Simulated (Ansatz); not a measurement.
Species: C₃H₅, net charge -1, singlet state. It need not be the lowest isomer of its formula. Whether it binds its extra electron was not tested at this geometry. 
Structure (B3LYP-D3(BJ)/def2-TZVP (Ansatz, an electronic-structure program) minimum search):
SMILES: [CH-]=CC
```xyz
8

C      1.3776     0.0184     0.0113
C      0.1027     0.4466    -0.0023
H      2.0569     0.9028     0.0108
H     -0.2163     1.5110    -0.0123
C     -1.0878    -0.4938    -0.0056
H     -0.7212    -1.5250     0.0046
H     -1.7446    -0.3520     0.8688
H     -1.7299    -0.3642    -0.8927
```
Charge -1, spin multiplicity 1.

Basis-set convergence of Hartree-Fock and CCSD(T) correlation energies (hartree) with Ansatz. Cores are frozen in the correlated levels unless marked. No spin-orbit coupling. No relativistic terms.

| basis | functions | E(HF) | E(corr, CCSD(T)) | rough core time |
|---|---|---|---|---|
| aug-cc-pVDZ | 114 | -116.41570 | -0.50447 | under 20 s |
| aug-cc-pVTZ | 253 | … | … | 110 s |

What belongs in the gaps?


- aug-cc-pVTZ, E(HF): -116.44320
- aug-cc-pVTZ, E(corr, CCSD(T)): -0.58586
